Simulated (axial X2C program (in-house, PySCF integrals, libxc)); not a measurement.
**Nuclear properties of PN⁻**

Calculated with an in-house all-electron X2C program for linear molecules (integrals from PySCF): two-component X2C with atomic mean-field Coulomb and Gaunt terms, Gaussian nuclei, basis P dyall-av3z, N dyall-av3z with contracted cores.

R = 1.542 Å (near the PBE0 minimum at charge -1 of the determinant lowest at the starting distance; the state shown can have its own minimum elsewhere).

Determinant lowest in the PBE0 search, Ω = 1/2 (⟨Sz⟩ = -0.50, ⟨Lz⟩ = 1.00 at PBE0), spin on the atoms P -0.31, N -0.19:

```csv
level,Eeff magnitude (GV/cm),Ws magnitude P (kHz),A∥/gI P (MHz),qzz P (a.u.),A∥/gI N (MHz),qzz N (a.u.)
PBE0,0.00339,0.00333,344,-1.11,247,-0.67
HF,0.0213,0.017,292,-1.20,290,-0.85
B3LYP,0.00074,7.6e-05,320,-1.11,241,-0.70
TPSSh,0.00433,0.00363,320,-1.04,243,-0.67
PBE,0.00346,0.0032,314,-1.11,234,-0.62
```

Determinant 0.01 eV from it at PBE0 and this distance, Ω = 3/2 (⟨Sz⟩ = 0.50, ⟨Lz⟩ = 1.00 at PBE0), spin on the atoms P 0.32, N 0.18:

```csv
level,Eeff magnitude (GV/cm),Ws magnitude P (kHz),A∥/gI P (MHz),qzz P (a.u.),A∥/gI N (MHz),qzz N (a.u.)
PBE0,0.00351,0.00115,45.3,-1.12,65.3,-0.67
HF,0.0194,0.00518,9.94,-1.20,129,-0.85
B3LYP,0.000742,2.17e-05,54.8,-1.11,64.6,-0.70
TPSSh,0.00449,0.00126,51.7,-1.04,59.5,-0.67
PBE,0.0036,0.00111,39,-1.12,56.1,-0.63
```

Eeff is the effective electric field on the electron electric dipole moment in this Ω state and Ws the scalar–pseudoscalar constant of the nucleus named (defined with the proton number Z and per Ω); A∥ (defined per Ω) follows by multiplying with gI = μI/(I μN); qzz is the electric field gradient, eQq0 = 234.96 MHz × Q/barn × qzz. The operators were transformed with the bare-nucleus X2C matrices; with these basis sets, hyperfine constants and field gradients can be off by tens of per cent, and where levels differ in sign neither size nor sign is settled.

(1) With gI(31P) = 2.2632, gI(14N) = 0.4038, Q(14N) = 0.02044 barn (g factors from the IAEA table of nuclear moments by Stone; Q from Pyykkö, Mol. Phys. 2018), turn the PBE0 values of the first state into constants in MHz.

Each state is one determinant with collinear spin. Unrestricted Hartree–Fock can overshoot spin polarisation at the nuclei. In the state Ω = 1/2 the sign of Eeff differs between levels (B3LYP against PBE0). In the state Ω = 3/2 the sign of Eeff differs between levels (B3LYP against PBE0). For an anion, determinants above electron detachment, or with a positive highest level, are held by the basis set. Where Eeff spreads by more than a factor of two the levels disagree and none is to be relied on. The search compared states at one distance, so a state with another bond length can lie lower. The sign of Ws at P differs between levels in the first state. The sign of Ws at P differs between levels in the second state. PBE0 term energies can be off by some tenths of an eV.

Results:

(1) A∥(31P) = 344 × 2.2632 = 779 MHz; A∥(14N) = 247 × 0.4038 = 99.7 MHz; eQq0(14N) = 234.96 × (0.02044) × (-0.67) = -3.22 MHz.
